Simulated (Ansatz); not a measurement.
The first iterations of a band of H3S3 (6 atoms, charge 1, multiplicity 1).

The calculation used Ansatz, RKS r2SCAN-D4/def2-SVPD.

```
movable images  : 3
climbing image  : no
spring          : 5.0 eV/Å²
optimiser       : quadratic models (default)
start path      : through a guess of the saddle point
force threshold : 0.05 eV/Å
iteration limit : 60
end points      : relaxed
```

Initial state:

```xyz
6
Properties=species:S:1:pos:R:3
S -1.757 -0.003 -0.655
S -0.246 0.955 0.421
S 0.888 -0.326 1.617
H -0.936 -0.785 -1.405
H 0.645 1.221 -0.577
H 1.407 -1.063 0.599
```

Final state:

```xyz
6
Properties=species:S:1:pos:R:3
S -2.040 0.071 -0.837
S -0.110 0.563 -0.944
S 0.790 -0.029 1.095
H -1.956 -1.200 -1.327
H 1.370 1.170 1.384
H 1.948 -0.575 0.628
```

| iteration | highest image above the first end (eV) | largest band force component (eV/Å) |
| --- | --- | --- |
| 1 | 1.723 | 3.590 |
| 2 | 1.107 | 2.292 |
| 3 | 0.827 | 1.578 |
| 4 | 0.841 | 0.774 |
| 5 | 0.809 | 0.290 |
| 6 | 0.713 | 0.172 |
| 7 | 0.637 | 0.267 |
| 8 | 0.656 | 0.372 |

Question: Does the band converge within its limit, and where does its top end?

Answer: The run converged. It ended after 24 iterations with the highest image 0.000 eV above the first end. The highest image is an end point: on this band no image between the ends rises above it. Between wells the path still climbs a hump at image 3, 0.06 eV above the well before it. So few images can step over the top or miss a turn of the path. The orbitals stay closed-shell, which can raise the energy where a bond breaks towards radicals; this wasn't checked here.

Run time: 3.3 min on 2 threads of Intel(R) Xeon(R) Platinum 8259CL CPU @ 2.50GHz (Skylake/Cascade Lake), on a shared host, peak memory 0.19 GiB.
